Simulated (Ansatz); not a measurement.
# HSi–AsH₂, triplet in cc-pVDZ: errors against UCCSDT(Q)

Geometry: that of the HSi–AsH2, singlet, kept fixed.

```xyz
5

Si   -0.0425    0.0961    1.7013
As    0.0397   -0.0184   -0.6352
H     0.0268   -1.4266    1.7640
H    -0.9982   -1.0753   -0.9439
H    -0.7910    1.1908   -1.0096
```

Basis cc-pVDZ; Ansatz 0.2.0. Correlated methods freeze the noble-gas cores and the filled d shells of p-block atoms, which leaves 12 electrons in 41 orbitals. Prefix R: restricted or restricted open-shell reference; prefix U: unrestricted. No spin–orbit coupling is included, and no scalar relativity.

Full CI isn't at hand for all of this; UCCSDT(Q) serves as the reference, and is uncertain by the last step of the cluster series or more. The frozen core follows each run's orbitals, which can shift R against U totals by a few meV for light atoms and by up to 0.1 eV past Ca.

```
UHF ⟨S²⟩                          : 2.015
T1 diagnostic (RCCSD)             : 0.0358
largest doubles amplitude (RCCSD) : 0.037
T1 diagnostic (UCCSD)             : 0.0256
```

```tsv
level	E − E(UHF) (eV)
UMP2	-4.8795
UCCSD	-5.9577
UCCSD(T)	-6.1421
```

Question: Estimate how far UCCSDT(Q) in cc-pVDZ lies from UCCSD(T). The table doesn't fix it; the size of (T) and the diagnostics are the guide.

Answer: UCCSDT(Q) in cc-pVDZ lies 4.5 kJ/mol below UCCSD(T), which is 25 % of the (T) step (-17.8 kJ/mol). T1 is raised, and the rest is a large part of (T). The miss exceeds 1 kcal/mol.

The other levels:

```tsv
level	E − E(UCCSDT(Q)) (kJ/mol)	wall time
UCCSDT	1.0	–
```

Run but not shown, since their state, orbitals or frozen core can't be matched to the reference's or they repeat it: RHF, RMP2, CISD, RCCSD, RCCSD(T), BCCD(T), RCCSDT, RCCSDT(Q).
